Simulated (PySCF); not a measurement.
**NH3, singlet: molecular constants**

These are results of PySCF, wB97X, basis N def2-TZVP, H def2-TZVP (no relativity, density fitting), not measurements.

The structure is a minimum.

Coordinates in bohr (charge 0 multiplicity 1):
```
N     0.0000    0.0000   -0.1225
H     1.7805    0.0000    0.5699
H    -0.8902    1.5419    0.5699
H    -0.8902   -1.5419    0.5699
```

* Point group: C3v
* Bond lengths: N–H 1.011 Å (×3)
* Bond angles: H–N–H 107.6° (×3)
* Enthalpy at 298.15 K above 0 K: 10.02 kJ/mol
* Heat capacity Cp at 298.15 K: 35.1 J/(mol K)
* Rotational symmetry number: 3
* Atomisation energy without zero-point energy: 1230 kJ/mol
* Lowest empty level: 3.19 eV
* Principal polarisabilities: 9.4, 10.7, 10.7 bohr³
* Highest occupied level: -10.13 eV
* Principal quadrupole moments (Buckingham, traceless) about the centre of mass: -2.94, 1.47, 1.47 D Å
* Rotational constants: 10.06, 10.06, 6.281 cm⁻¹
* Entropy at 298.15 K and 1 bar: 192.4 J/(mol K)
* Zero-point energy: 91.0 kJ/mol
* Dipole moment: 1.70 D

Harmonic modes (masses in u: N 14.003, H 1.008):
```tsv
symmetry	ω (cm⁻¹)	IR (km/mol, summed over degenerate members)	type
a1	1011	195	bend
e	1672	47.2	bend
a1	3531	0.3	stretch
e	3660	7.7	stretch
```

In C3v the vibrations span 2a1 + 2e.

Charges (e):
```tsv
atom	Mulliken	Löwdin	polar tensor	Mayer order to N1
N1	-0.68	-0.39	-0.49	–
H2,3,4	0.23	0.13	0.16	0.95
```

Mulliken populations on N1: s 3.55, p 4.11, d 0.02, f 0.00.

Counting electrons, nitrogen keeps 2 of its valence electrons outside its bonds, so the VSEPR class is AX3E1 and the expected shape is trigonal pyramidal (C3v), as computed.

The final relaxation and frequency run took 11 s on 4 threads of a shared Intel Xeon Platinum 8259CL @ 2.50GHz (Skylake/Cascade Lake) host, with 49 basis functions and 8 gradients; the process peaked at 0.65 GiB. Launch command: `OMP_NUM_THREADS=4 python axn.py task.json out`.
